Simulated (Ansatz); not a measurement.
Below is the output of a Python script on Ansatz 0.2.0 through its Python package that makes a ladder of methods at one geometry of BH3NO, SMILES N[B]O. Write a script that gives it. Use (for the species named): MP2, cc-pVDZ basis, multiplicity 2. The script varies method: mp2, ccsd, ccsd_t.

```csv
atom,x (Å),y (Å),z (Å)
N,-0.5465,0.0901,-0.7605
B,0.0779,0.3295,0.5732
O,1.4241,-0.1130,0.7593
H,-1.3860,-0.4122,-0.5998
H,-0.8989,1.0719,-1.1152
H,1.3715,-1.0303,1.0969
```

```console
$ python methods_bh3no.py
INFO:ansatz_job:Hartree-Fock reference -155.732215 Ha
INFO:ansatz_job:mp2      total -156.156114 Ha  correlation  -11.5349 eV  (92.4 % of the last)
INFO:ansatz_job:ccsd     total -156.178757 Ha  correlation  -12.1510 eV  (97.4 % of the last)
INFO:ansatz_job:ccsd_t   total -156.190751 Ha  correlation  -12.4774 eV  (100.0 % of the last)
```

One script that gives this output:

Script `methods_bh3no.py`:
```python
# -*- coding: utf-8 -*-
from dataclasses import dataclass
import logging
import sys

import ansatz as az

logging.basicConfig(stream=sys.stdout, format="%(levelname)s:%(name)s:%(message)s")
log = logging.getLogger("ansatz_job")
log.setLevel(logging.INFO)


@dataclass(frozen=True)
class Settings:
    basis_set: str = "cc-pVDZ"


cfg = Settings()

GEOMETRY = """
N    -0.54650    0.09010   -0.76050
B     0.07790    0.32950    0.57320
O     1.42410   -0.11300    0.75930
H    -1.38600   -0.41220   -0.59980
H    -0.89890    1.07190   -1.11520
H     1.37150   -1.03030    1.09690
"""

molecule = az.Crystal.molecule()
for line in GEOMETRY.strip().splitlines():
    symbol, *xyz = line.split()
    molecule = molecule.atom(symbol, [float(v) for v in xyz])

job = molecule.calculation().basis(gaussian=cfg.basis_set).spin("collinear", total=1)

methods = ["mp2", "ccsd", "ccsd_t"]
reports = [job.correlation(m).run().report for m in methods]
log.info(f"Hartree-Fock reference {reports[0]['reference_energy_ev'] / 27.211386246:.6f} Ha")
best = reports[-1]["free_energy_ev"] - reports[-1]["reference_energy_ev"]
for method, each in zip(methods, reports):
    gained = each["free_energy_ev"] - each["reference_energy_ev"]
    log.info(f"{method:8s} total {each['free_energy_ev'] / 27.211386246:.6f} Ha  correlation {gained:9.4f} eV  ({100 * gained / best:.1f} % of the last)")
```

What to keep in mind:
- Total energies depend on the basis set; only differences at equal settings carry meaning.
- The geometry is a force-field or estimated start, not a minimum of this method, and the basis set is short of its limit. A lower total doesn't mark the better method: functionals have no common bound, and MP2 and coupled cluster aren't variational.
- The run takes the species as open-shell (spin multiplicity 2), which needn't be its ground state.
- Inner cores stay frozen, so this is valence correlation.
- Hardware and time: 10 s on 1 thread of Arm Neoverse V1, on a shared host, peak memory 0.27 GiB.
